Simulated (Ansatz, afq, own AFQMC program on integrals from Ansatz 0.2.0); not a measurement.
## AlBH₂, triplet: AFQMC among the cluster methods

```xyz
4

B     0.0000    0.0000    5.7010
Al    0.0000    0.0000   -1.4200
H     0.0000   -1.4113   -2.1405
H     0.0000    1.4113   -2.1405
```

Connectivity, by distances: B ··· AlH2.

Basis cc-pVDZ. Only valence electrons are correlated. Ansatz 0.2.0 and our own AFQMC program on the same integrals; the CISD trial comes from CCSD amplitudes, and released means the phaseless constraint is let go. ± is one standard error of the sampling.

Determinant: UHF, the one that the program's search chose, which needn't be the lowest solution. The geometry is a point of a scan.

No full CI on the walks' own integrals is used here; CCSDT(Q) serves as the reference and is uncertain by about the last step of the cluster series.

Cautions: lower spins were not checked; the released energies are still falling, so no released level is given (meV from the phaseless value at times in 1/Eh: 1 ± 8 at 0.24, -3 ± 6 at 0.51, -5 ± 6 at 0.99, -7 ± 6 at 1.62, -15 ± 6 at 2.40), though the last usable value meets CCSDT(Q) within the noise; the ph-AFQMC/CISD walk drifts between its halves (2.3 errors).

- T1 diagnostic: 0.0126
- weight of the determinant in the CISD state: 0.887
- ⟨S²⟩ of the determinant: 2.010
- size of the correlated space: 8 electrons in 36 orbitals

Reference: CCSDT(Q), correlation energy -3.715 eV.

```csv
level,E − E(reference) (meV),share of correlation (%)
HF,3715.0,0.00
MP2,1202.0,67.65
CCSD,73.2,98.03
CCSD(T),22.5,99.40
CCSDT,0.4,99.99
ph-AFQMC/CISD,12.5 ± 6.5,99.66
```

A walk keeps the symmetry of its determinant, which the program's search chose and which needn't be the lowest solution, so a lower state of the same spin and another symmetry isn't excluded.
